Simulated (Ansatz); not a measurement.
## How the bulk modulus B0 of zinc-blende CdS (metastable phase) moves with the method

No measured value is used here.

```tsv
level (code)	value (GPa)	cell (Å³/atom)
LDA (Ansatz)	68.0	23.85
BLYP (Ansatz)	46.4	27.52
PBE (Ansatz)	(withheld)	26.02
PBE-D3(BJ) (Ansatz)	(withheld)	25.06
r²SCAN+rVV10 (Ansatz)	63.1	25.03
LC-ωPBE (Ansatz)	70.1	24.49
Hartree–Fock (Ansatz)	56.2	27.52
```

**Question.** Some entries are withheld; supply them.

**Answer.** 
- PBE (Ansatz, a first-principles code), value (GPa): 53.4
- PBE-D3(BJ) (Ansatz), value (GPa): 58.9

BLYP, Hartree–Fock: the cell is over a tenth larger than the published one: the level's own overestimate first of all, though another phase or state, or a fault of the published cell, is possible. Each level is taken at its own relaxed cell. Cutoffs and k meshes differ between the levels. Ansatz's density-functional and Hartree–Fock values are scalar-relativistic unless marked +SOC, with PAW data made under PBE.
